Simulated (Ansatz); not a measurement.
**HBC⁺, quartet: reading a ladder of total energies**

Geometry: that of the HBC, triplet, kept fixed.

```yaml
atoms:
  - { symbol: B, position_ang: [0.0000, 0.0000, 0.0901] }
  - { symbol: C, position_ang: [0.0000, 0.0000, -1.3588] }
  - { symbol: H, position_ang: [0.0000, 0.0000, 1.2688] }
```

Basis 6-31G; Ansatz 0.2.0. Correlated methods freeze the noble-gas cores, which leaves 7 electrons in 18 orbitals. R marks a restricted (for open shells ROHF) determinant, U an unrestricted one.

Full CI is exact within this basis and frozen core; it isn't the basis-set limit. The frozen core follows each run's orbitals, which can shift R against U totals by a few meV.

Runs differ by some tens of microhartree through their thresholds and, for an open shell, their frozen cores, so steps under 0.1 kcal/mol mean nothing.

```csv
level,total energy (hartree)
UHF,-62.641162
UMP2,-62.703280
UCCSD,-62.723197
UCCSD(T),-62.724971
UCCSDT,-62.725638
UCCSDT(Q),-62.725713
UCCSDTQ,-62.725721
full CI,-62.725694
```

Task: What is the correlation energy at full CI, and what share of it do UMP2 and UCCSD recover?

Result: E(corr) = -62.725694 − (-62.641162) = -0.084532 hartree = -2.300 eV. UMP2: -0.062118 / -0.084532 = 73.48 %. UCCSD: -0.082035 / -0.084532 = 97.05 %.

Task: By how many kcal/mol does UCCSD(T) miss full CI (1 hartree = 627.509 kcal/mol), and which steps make up the rest?

Result: -62.724971 − (-62.725694) = 0.000723 hartree = 0.45 kcal/mol. Steps: UCCSDT − UCCSD(T) = -0.42, UCCSDT(Q) − UCCSDT = -0.05, UCCSDTQ − UCCSDT(Q) = -0.01, full CI − UCCSDTQ = 0.02 kcal/mol. That is within 1 kcal/mol of the reference in this basis, which itself misses far more of the correlation at the basis-set limit.
